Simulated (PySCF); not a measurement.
## Solvent effects on NMR parameters

Bonds (- single, = double, # triple, : aromatic): C1-C2, C2-C3, C3-C4, C4-C5, C5-C6, C6-C1, C5-C3. C1 carries H7, H8; C2 carries H9, H10; C3 carries H11; C4 carries H12, H13; C5 carries H14; C6 carries H15, H16. Stereochemistry as in C1C[C@@H]2C[C@@H]2C1. H13 is cis to C2 on the ring; H7, H10, H15 are cis to C4 on the ring; H12 is trans to C2 on the ring; H8, H9, H16 are trans to C4 on the ring.

GIAO PBE0/pcSseg-1 in PySCF on one PBE0-D3(BJ)/def2-SVP conformer, non-relativistic, equivalent nuclei averaged. Solvents enter as an IEF-PCM continuum (benzene with ε = 2.3, water with ε = 78.4) around the gas-phase geometry. Shifts are referred to TMS computed in the same medium.

Gas phase, δ in ppm: C2/C6 29.9, C1 21.9, C3/C5 18.5, C4 7.5, H10/H15 1.65, H9/H16 1.60, H8 1.33, H11/H14 1.06, H7 0.98, H12 0.24, H13 0.13. Dipole moment 0.21 D.

**Question.** How does each δ change in the continuum?

**Answer.** 
| atoms | environment | Δδ, benzene | Δδ, water |
| --- | --- | --- | --- |
| C2/C6 | sp3 CH2 in a ring | +0.2 | +0.5 |
| C1 | sp3 CH2 in a ring | +0.3 | +0.6 |
| C3/C5 | three-membered-ring carbon | +0.2 | +0.5 |
| C4 | three-membered-ring carbon | +0.1 | 0.0 |
| H10/H15 | hydrogen on an sp3 CH2 in a ring | -0.01 | -0.02 |
| H9/H16 | hydrogen on an sp3 CH2 in a ring | +0.01 | +0.03 |
| H8 | hydrogen on an sp3 CH2 in a ring | +0.02 | +0.04 |
| H11/H14 | hydrogen on a three-membered-ring carbon | +0.02 | +0.06 |
| H7 | hydrogen on an sp3 CH2 in a ring | +0.02 | +0.05 |
| H12 | hydrogen on a three-membered-ring carbon | +0.02 | +0.03 |
| H13 | hydrogen on a three-membered-ring carbon | 0.00 | +0.03 |

Changes are relative to the gas phase. The dipole moment becomes 0.24 D in benzene, 0.27 D in water.

**Question.** Which nuclei move most (in ppm), and what does the model miss?

**Answer.** C2/C6 (sp3 CH2 in a ring, +0.5 ppm) and C1 (sp3 CH2 in a ring, +0.6 ppm) in water. A continuum only polarises the solute; specific hydrogen bonds, the anisotropy of aromatic solvents and changes of geometry or conformer are outside it.
